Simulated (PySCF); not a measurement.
# How methods differ on the ionisation energy of P

P [Ne] 3s2 3p3 (4S) → P⁺ [Ne] 3s2 3p2 (3P), as a difference of total energies. All numbers are calculated (PySCF 2.14, the spin-free X2C one-electron Hamiltonian (Gaussian nucleus), in x2c-QZVPPall). Correlated levels: valence: [Ne] frozen. The calculations carry no spin-orbit coupling.

```tsv
method	ionisation energy (eV)	error (eV)
UHF	9.893	-0.633
MP2 (valence)	10.506	-0.020
SCS-MP2 (valence)	10.326	-0.200
CCSD (valence)	10.432	-0.094
CCSD(T) (valence)	10.485	-0.041
```

Reference: 10.526 eV (measured; NIST levels, between the centres of gravity of the two terms).

Errors of the correlated levels include the incompleteness of this basis and the frozen core.
